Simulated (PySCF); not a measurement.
## Computed properties of H2S, SMILES S

hydrogen sulfide (H2S), SMILES S. The structure is a stationary point at PBE0-D3(BJ)/def2-TZVPD. One conformer was computed; it need not be the lowest. All values are computed for the isolated molecule unless a solvent is named; none is compared with measurement here.

**Structure.** The optimised structure has C2v symmetry. All 3 harmonic modes at PBE0-D3(BJ)/def2-TZVPD (PySCF) are real, so it is a minimum.

**Vibrations.** No mode carries more than 0.5 km/mol of infrared intensity. The softest mode is at 1204 cm⁻¹ and the zero-point energy is 9.5 kcal/mol.

**Electronic structure.** r2SCAN/def2-TZVPD (PySCF) places the frontier levels at -6.55 and -0.20 eV, a gap of 6.35 eV, and gives a dipole moment of 1.03 D and a mean polarisability of 25.0 bohr³. PBE/def2-TZVPD (PySCF) at the same geometry gives -6.30 and -0.65 eV, so its gap is 0.70 eV narrower. An orbital gap is neither the optical nor the fundamental gap.

**Excitations.** TDDFT-PBE0/def2-TZVPD (PySCF) has S1 at 6.01 eV (206 nm, f = 0.000, dark); the most intense of the 10 singlets computed lies at 9.33 eV (f = 0.21). T1 (TDA) is at 5.44 eV. TDDFT-PBE/def2-TZVPD (PySCF) puts S1 at 5.79 eV. No vertical singlet excitation falls in the visible range (under 3.1 eV).

**NMR.** GIAO shifts at HF/pcSseg-2 (PySCF) (non-relativistic, atoms alike by connectivity averaged): ¹H at 1.5 ppm against TMS.

**Solvation.** SMD-B3LYP/6-31G* (PySCF) gives -1.7 kcal/mol in water, -2.2 kcal/mol in n-hexane, -3.2 kcal/mol in chloroform (1 M in both phases, gas-phase geometry); of these solvents chloroform holds the molecule best.
